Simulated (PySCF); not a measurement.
**First-order multiplets**

Geometry:
```
atom   x (Å)   y (Å)   z (Å)
  N1  -1.356  -0.056  -0.334
  C2  -0.098   0.559  -0.006
  C3   0.914  -0.488   0.398
  F4   1.067  -1.402  -0.572
  F5   2.108   0.076   0.611
  F6   0.569  -1.135   1.507
  H7  -2.082   0.643  -0.456
  H8  -1.285  -0.579  -1.204
  H9   0.384   1.158  -0.806
 H10  -0.221   1.224   0.862
```

Computational details: J: B3LYP/pcJ-1 (spin–dipole term only in couplings to heteroatoms), structure optimised with PBE0-D3(BJ)/def2-SVP, σ from GIAO-KT3/pcSseg-2, in PySCF 2.14.0 with density-fitted response routines (isolated molecule, one computed conformer, equivalent nuclei averaged, no relativistic terms).

Referencing at the same level of theory: $^{13}$C and $^{1}$H vs TMS; CFCl3 for $^{19}$F.

Spectrometer: 600 MHz for $^{1}$H. First-order analysis; couplings under 1 Hz (under 4 Hz in carbon signals) are ignored, and nearly equal couplings are merged; the smaller ones broaden or split the lines further.

Q: What pattern does C3 show in the proton-coupled $^{13}$C spectrum?

A: A quartet of triplets at δ 133.5: 342.8 Hz to F4/F5/F6 (3 × $^{19}$F, 1 bond away), 5.3 Hz to H9/H10 (2 × $^{1}$H, 2 bonds away). Lines in Hz from the centre (relative intensity): +519.5 (1), +514.2 (2), +508.9 (1), +176.7 (3), +171.4 (6), +166.1 (3), -166.1 (3), -171.4 (6), -176.7 (3), -508.9 (1), -514.2 (2), -519.5 (1). The outer lines are 1039.0 Hz apart, the sum of the couplings kept, or 6.887 ppm at this field.

Q: What pattern does H9/H10 show ($^{1}$H)?

A: A quartet at δ 3.30: 9.0 Hz to F4/F5/F6 (3 × $^{19}$F, 3 bonds away). Lines in Hz from the centre (relative intensity): +13.5 (1), +4.5 (3), -4.5 (3), -13.5 (1). The outer lines are 27.0 Hz apart, the sum of the couplings kept, or 0.045 ppm at this field.

Q: What pattern does F4/F5/F6 show ($^{19}$F)?

A: A triplet at δ -106.6: 9.0 Hz to H9/H10 (2 × $^{1}$H, 3 bonds away). Lines in Hz from the centre (relative intensity): +9.0 (1), +0.0 (2), -9.0 (1). The outer lines are 18.0 Hz apart, the sum of the couplings kept, or 0.032 ppm at this field.

OH and NH positions are those of a molecule without intermolecular hydrogen bonds; in solution they move with solvent, concentration and temperature, and exchange usually removes their couplings.
